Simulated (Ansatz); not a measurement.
C2H2O, SMILES `[CH]C=O` (singlet; the order of the spin states depends on the level; H–C–C–O torsion 83°) (charge 0, multiplicity 1). This singlet lies 0.28 eV above the relaxed triplet at the level B3LYP/cc-pVTZ // PBE0-D3(BJ)/def2-TZVP (Ansatz, a first-principles code); other levels give the other order.

Z-matrix (Å, degrees):
```
C
O 1 1.2616
C 1 1.3481 2 91.00
H 3 1.0865 1 122.16 2 -83.28
H 1 1.0906 2 127.65 3 173.48
```
Charge 0, spin multiplicity 1.

Frozen-core energies in cc-pVDZ from Ansatz at a geometry from PBE0-D3(BJ)/def2-TZVP; the HF reference has <S^2> = 0.00 (restricted, and unstable towards unrestricted orbitals) and the T1 diagnostic is 0.039.

```tsv
level	energy (Ha)	difference from CCSDT(Q) (mHa)
HF	-151.60105	486.64
MP2	-152.03878	48.91
CCSD	-152.06103	26.66
CCSD(T)	-152.08318	4.51
CCSDT	-152.08487	2.83
CCSDT(Q)	-152.08769	0.00
```
